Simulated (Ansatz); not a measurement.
Lattice parameter a (Å) of solids drawn from the class of elemental solids other than molecular ones, at two levels: PBE (plane waves, PAW; Ansatz, an electronic-structure program), and r²SCAN+rVV10 (Ansatz, plane waves, PAW).

```csv
solid,PBE,r²SCAN+rVV10,shift (%)
bcc V,2.997,2.975,-0.73
fcc Pt,3.970,3.927,-1.08
bcc Mo,3.161,3.144,-0.54
bcc Nb,3.310,3.295,-0.45
fcc Rh,3.830,3.788,-1.10
bcc K,5.284,5.310,+0.49
fcc Al,4.040,3.989,-1.26
fcc Pd,3.943,3.892,-1.29
```

The shifts run from -1.29 % to +0.49 %, with a median of -0.91 %.

Of 8 rows, r²SCAN+rVV10 is the larger in 1 and the smaller in 7.

Ansatz's runs of these crystals have no spin polarisation. Meta-GGAs and exact exchange favour moments, which can bear on bcc V, fcc Pt, fcc Rh, fcc Pd.

Spin–orbit coupling is left out, also for the solids with elements from indium on (fcc Pt); its size isn't shown.

Ansatz's density-functional and Hartree–Fock values are scalar-relativistic unless marked +SOC, with PAW data made under PBE.
